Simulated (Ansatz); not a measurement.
**H2SO (triplet): from Hartree-Fock to the top rungs at distance O1–H3 along a hydrogen transfer = 1.539 Å, cc-pVDZ**

How much of the correlation energy of H2SO (triplet) does each wave-function method recover here?

Program: Ansatz 0.2.0, Gaussian basis. Level of theory: cc-pVDZ, core rule «outside noble gas», up to 6 orbitals frozen. These are calculated values, not measurements.

Plan: UHF; CCSD(T) on ROHF; CCSD(T) on UHF; BCCD(T) on ROHF; CISD; CCSDT(Q) on ROHF; CCSDT(Q) on UHF; CASSCF and MRCISD+Q, 4 electrons in 4 orbitals; CASSCF and NEVPT2, 4 electrons in 4 orbitals; CASSCF and MRCISD+Q, 14 electrons in 10 orbitals; CASSCF and NEVPT2, 14 electrons in 10 orbitals.

13 further runs of the same task are left out: 12 that didn't finish, 1 set aside as unsound or not needed.

**1. The geometry**

The geometry derives from fragments relaxed apart (PBE0/def2-TZVP) and kept rigid, so it is no stationary point. A hydrogen atom is moved between rigid fragments.

4 atoms, charge 0, spin multiplicity 3.

Atoms are counted from 1 here; the program's logs count them from 0.

Bond lengths: O1–H2 0.960 Å, H3–S4 1.477 Å.

**2. UHF**

Input file in.yaml:

```yaml
crystal:
  periodic: [false, false, false]
  atoms:
    - {symbol: O, position_ang: [-1.076423, -0.231644, 0.000000]}
    - {symbol: H, position_ang: [-1.325732, 0.694932, 0.000000]}
    - {symbol: H, position_ang: [0.462577, -0.231644, 0.000000]}
    - {symbol: S, position_ang: [1.939577, -0.231644, 0.000000]}
basis:
  gaussian: {orbitals: cc-pVDZ}
magnetization: {spin_polarized: true, initial_magnetization: 2}
hamiltonian: {xc: hf}
output: {orbitals: {seedname: orbitals}}
```

Started as:

```sh
ansatz run in.yaml --threads 1 --pin off --events-out ev --progress --plain --max-ram 2393MiB
```

Further steps of the session: CCSD(T) on ROHF; CCSD(T) on UHF; BCCD(T) on ROHF; CISD; CCSDT(Q) on ROHF; CCSDT(Q) on UHF; CASSCF and MRCISD+Q, 4 electrons in 4 orbitals; CASSCF and NEVPT2, 4 electrons in 4 orbitals; CASSCF and MRCISD+Q, 14 electrons in 10 orbitals; CASSCF and NEVPT2, 14 electrons in 10 orbitals.

Before running them: what should the planned runs give, taken together? Wanted: UCCSDT(Q) below the RHF energy; RMP2 from UCCSDT(Q); UMP2 from UCCSDT(Q); RCCSD from UCCSDT(Q); RCCSD(T) from UCCSDT(Q); UCCSD(T) from UCCSDT(Q); RCCSDT(Q) from UCCSDT(Q); NEVPT2 valence from UCCSDT(Q); MRCISD+Q valence from UCCSDT(Q).

**Answer**, as computed:

```
                         quantity                                                   value
   UCCSDT(Q) below the RHF energy                                              -8.8737 eV
              RMP2 from UCCSDT(Q)                                             +1200.2 meV
              UMP2 from UCCSDT(Q)                                             +1191.2 meV
             RCCSD from UCCSDT(Q)                                              +200.2 meV
          RCCSD(T) from UCCSDT(Q)                                               +41.5 meV
          UCCSD(T) from UCCSDT(Q)                                               +40.6 meV
         RCCSDT(Q) from UCCSDT(Q)                                                +0.8 meV
    NEVPT2 valence from UCCSDT(Q)                                             +1396.9 meV
  MRCISD+Q valence from UCCSDT(Q)                                               +54.6 meV
levels within 1 kcal/mol (43 meV)  RCCSD(T), UCCSD(T), BCCD(T), RCCSDT, UCCSDT, RCCSDT(Q)
                    T1 diagnostic                                                   0.031
   effectively unpaired electrons                                                    2.02
```

What this shows: RCCSD(T) lands +41.5 meV from the yardstick (0.5 % of the correlation energy). One determinant dominates. Of the multireference levels listed MRCISD+Q valence comes nearest in total energy (+54.6 meV), which doesn't show that its space is the better one. These misses are within one basis, not against nature; the frozen cores of restricted and unrestricted runs differ, which can shift their rows.
